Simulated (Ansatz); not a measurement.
We consider rutile MnF2, described by PBEsol (plane waves, PAW; Ansatz, a program for electronic structure).

Run with plane-wave cutoff 520 eV, 8×8×10 k mesh (along the axes of the cell as run), Fermi–Dirac smearing 0.01 eV, spin-polarised with opposed moments, scalar-relativistic PAW data made under PBE.

Energies at three volumes about the minimum:

```json
[
 {"V (Å³/atom)": "12.597", "E − E_lowest (meV/atom)": "1.54"},
 {"V (Å³/atom)": "12.854", "E − E_lowest (meV/atom)": "0.00"},
 {"V (Å³/atom)": "13.111", "E − E_lowest (meV/atom)": "1.45"}
]
```

**Question.** Fit a parabola by hand: where is the minimum, and what is the bulk modulus?

**Answer.** Slopes: (0.00 − 1.54)/(12.854 − 12.597) = -5.992 and (1.45 − 0.00)/(13.111 − 12.854) = 5.642 meV/Å³. Curvature E″ = 2 × (5.642 − (-5.992))/(13.111 − 12.597) = 45.268 meV/Å⁶. From the middle of the first interval, the slope vanishes at V0 = 12.7255 − (-5.992)/45.268 = 12.858 Å³/atom. B = V0 E″ = 12.858 × 45.268 meV/Å³ × 0.1602 GPa per meV/Å³ = 93.3 GPa. The full Birch–Murnaghan fit to all volumes gives V0 = 12.853 Å³/atom and B0 = 92.7 GPa.

Shape and atoms are relaxed at each volume.

Note: without U or exact exchange, gaps and moments of open d shells tend to come out too small.
